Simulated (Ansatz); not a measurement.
**HBAl⁺, singlet: reading a ladder of total energies**

Geometry: that of the HBAl, doublet, kept fixed.

```xyz
3

B     0.0000   -0.0920    0.3143
Al    0.0000   -0.0334   -1.8050
H     0.0000    0.1253    1.4907
```

Basis 6-31G; Ansatz 0.2.0. Only valence electrons are correlated (noble-gas cores frozen), which leaves 6 electrons in 18 orbitals. Prefix R: restricted or restricted open-shell reference.

Full CI is exact within this basis and frozen core; it isn't the basis-set limit.

RCCSD has a T1 diagnostic of 0.031 and a largest doubles amplitude of 0.12.

Runs differ by some tens of microhartree through their thresholds, so steps under 0.03 kcal/mol mean nothing.

```tsv
level	total energy (hartree)
RHF	-266.772791
RMP2	-266.830464
RCCSD	-266.863488
RCCSD(T)	-266.864822
RCCSDT	-266.865324
RCCSDT(Q)	-266.865449
RCCSDTQ	-266.865509
full CI	-266.865513
```

Question: What is the correlation energy at full CI, and what share of it do RMP2 and RCCSDT recover?

Answer: E(corr) = -266.865513 − (-266.772791) = -0.092722 hartree = -2.523 eV. RMP2: -0.057673 / -0.092722 = 62.20 %. RCCSDT: -0.092533 / -0.092722 = 99.80 %.

Question: By how many kcal/mol does RCCSD(T) miss full CI (1 hartree = 627.509 kcal/mol), and which steps make up the rest?

Answer: -266.864822 − (-266.865513) = 0.000691 hartree = 0.43 kcal/mol. Steps: RCCSDT − RCCSD(T) = -0.32, RCCSDT(Q) − RCCSDT = -0.08, RCCSDTQ − RCCSDT(Q) = -0.04, full CI − RCCSDTQ = 0.00 kcal/mol. That is within 1 kcal/mol of the reference in this basis, which itself misses far more of the correlation at the basis-set limit.
